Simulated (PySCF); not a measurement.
Reaction (SMILES): ClCl (Cl2) + [H][H] (H2) → 2 Cl (HCl)
B3LYP-D3(BJ)/def2-TZVP geometries, fixed; electronic energies without zero-point terms.

Effect of the auxiliary basis of density fitting at B3LYP/def2-TZVP with PySCF, against the last row, where the energy of full hydrogenation is -43.02 kcal/mol.

```
setting                                fitting functions, largest species  largest shift of a total energy (mEh)  shift of the energy of full hydrogenation (kcal/mol)
-------------------------------------  ----------------------------------  -------------------------------------  ----------------------------------------------------
density fitting: autoaux                                              466                                 -0.011                                                -0.004
density fitting: def2-universal-jkfit                                 256                                 -0.026                                                -0.001
density fitting: cc-pvtz-jkfit                                        242                                  0.011                                                -0.008
density fitting: cc-pvqz-jkfit                                        296                                  0.003                                                -0.001
density fitting: none                                                   -                                  0.000                                                 0.000
```

Within 0.02 kcal/mol in the energy of full hydrogenation: density fitting: autoaux; density fitting: def2-universal-jkfit; density fitting: cc-pvtz-jkfit; density fitting: cc-pvqz-jkfit. The largest shift is 0.026 mEh in a total energy and 0.008 kcal/mol in the difference.
